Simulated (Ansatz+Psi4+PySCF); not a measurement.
Values are calculated unless marked as measured or tabulated.
## PySCF 2.14.0 run

```python
from pyscf import gto, scf, mp

mol = gto.M(atom="""
C 0.000000 0.000000 0.000000
H 0.943680 0.943680 0.943680
H -0.629120 -0.629120 0.629120
H 0.629120 -0.629120 -0.629120
H -0.629120 0.629120 -0.629120
""", basis='cc-pvtz', charge=0, spin=0)
mf = scf.UHF(mol)
mf.kernel()
pt = mp.MP2(mf, frozen=1).run()
print(mf.e_tot, pt.e_corr, pt.e_tot)
```

The script is written out from the run's settings.

The run gave:

```yaml
Converged: yes
Reference_energy: -40.12845 hartree
Correlation_energy: -0.20222 hartree
Total_energy: -40.33068 hartree
Spin_squared_of_the_determinant: 0.000
```
